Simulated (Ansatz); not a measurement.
**CH₃OSi+: functionals against CCSD(T) at one geometry**

The atoms stand at a structure displaced at random from a GFN2-xTB minimum. How far do the functionals agree with CCSD(T) there?

Method: single points in def2-TZVPP; program: Ansatz 0.2.0, Gaussian basis.

Cores are frozen in the correlated methods.

### 1 Starting geometry

6 atoms, charge 1, spin multiplicity 1.

Atoms are counted from 1 here; the program's logs count them from 0.

Bond lengths: O1–C2 1.094 Å, O1–H4 1.152 Å, C2–Si3 1.787 Å, Si3–H5 1.494 Å, Si3–H6 1.411 Å. Angles: C2–O1–H4 114.9°, O1–C2–Si3 154.7°, C2–Si3–H5 122.6°, C2–Si3–H6 109.0°, H5–Si3–H6 125.5°.

Coordinates:

```xyz
6
CH3OSi
O    -1.01770   -1.47250   -0.16260
C    -0.70020   -0.45920    0.09860
Si    0.44880    0.90820    0.16180
H    -0.22110   -2.10670   -0.70070
H     0.62750    1.86290   -0.97400
H     0.78260    1.16610    1.50830
```

### 2 CCSD(T)/def2-TZVPP

run/in.yaml

```yaml
crystal:
  periodic: [false, false, false]
  atoms:
    - {symbol: O, position_ang: [-1.017700, -1.472500, -0.162600]}
    - {symbol: C, position_ang: [-0.700200, -0.459200, 0.098600]}
    - {symbol: Si, position_ang: [0.448800, 0.908200, 0.161800]}
    - {symbol: H, position_ang: [-0.221100, -2.106700, -0.700700]}
    - {symbol: H, position_ang: [0.627500, 1.862900, -0.974000]}
    - {symbol: H, position_ang: [0.782600, 1.166100, 1.508300]}
basis:
  gaussian: {orbitals: def2-TZVPP}
total_charge: 1
correlation: {method: ccsd_t}
output: {forces: true}
```

No record of the launch command was kept for these runs.

### 3 PBE0-D4/def2-TZVPP

Edit run/in.yaml of step 2 so:

```diff
@@ -12,3 +12,3 @@
 total_charge: 1
-correlation: {method: ccsd_t}
-output: {forces: true}
+hamiltonian: {xc: pbe0, dispersion: d4}
+output: {forces: true, orbitals: {seedname: orbitals}}
```

### 4 wB97M-V/def2-TZVPP

Edit run/in.yaml of step 3 so:

```diff
@@ -12,3 +12,3 @@
 total_charge: 1
-hamiltonian: {xc: pbe0, dispersion: d4}
-output: {forces: true, orbitals: {seedname: orbitals}}
+hamiltonian: {xc: {name: wB97M-V}}
+output: {forces: true}
```

### 5 r2SCAN-D4/def2-TZVPP

Edit run/in.yaml of step 4 so:

```diff
@@ -12,3 +12,3 @@
 total_charge: 1
-hamiltonian: {xc: {name: wB97M-V}}
+hamiltonian: {xc: r2scan, dispersion: d4}
 output: {forces: true}
```

### 6 PBE-D4/def2-TZVPP

Edit run/in.yaml of step 5 so:

```diff
@@ -12,3 +12,3 @@
 total_charge: 1
-hamiltonian: {xc: r2scan, dispersion: d4}
+hamiltonian: {xc: pbe, dispersion: d4}
 output: {forces: true}
```

### 7 HSE06-D4/def2-TZVPP

Edit run/in.yaml of step 6 so:

```diff
@@ -12,3 +12,3 @@
 total_charge: 1
-hamiltonian: {xc: pbe, dispersion: d4}
+hamiltonian: {xc: hse06, dispersion: d4}
 output: {forces: true}
```

### 8 SPW92/def2-TZVPP

Edit run/in.yaml of step 7 so:

```diff
@@ -12,3 +12,3 @@
 total_charge: 1
-hamiltonian: {xc: hse06, dispersion: d4}
+hamiltonian: {xc: lda}
 output: {forces: true}
```

(Steps that only read results are left out.)

Before running it: what results should come out? Wanted: energy less free atoms, CCSD(T)/def2-TZVPP; RMS force component; RMS force error; HOMO and LUMO, PBE0-D4; T1 diagnostic.

The runs gave:

| quantity | value |
| --- | --- |
| energy less free atoms, CCSD(T)/def2-TZVPP | -9.926 eV |
| RMS force component | 5.180 to 5.663 eV/Å over the methods |
| RMS force error | PBE0-D4 0.382, wB97M-V 0.227, r2SCAN-D4 0.392, PBE-D4 0.367, HSE06-D4 0.384, SPW92 0.587 eV/Å |
| HOMO and LUMO, PBE0-D4 | -12.27 and -8.44 eV |
| T1 diagnostic | 0.020 |

**Reading.** Against CCSD(T) the functionals' energies less atoms differ by -4.395 to -0.612 eV, PBE-D4 by -1.389 eV. CCSD(T) in triple zeta still lacks some correlation energy of the bonds, so part of these gaps is its own basis error and they don't rank the functionals. On forces the order runs from wB97M-V to SPW92. Frozen-core CCSD(T) forces in triple zeta carry basis errors of their own, and this is one geometry, so small gaps rank nothing. The restricted Hartree–Fock reference is unstable towards an unrestricted one at one or more of these structures.
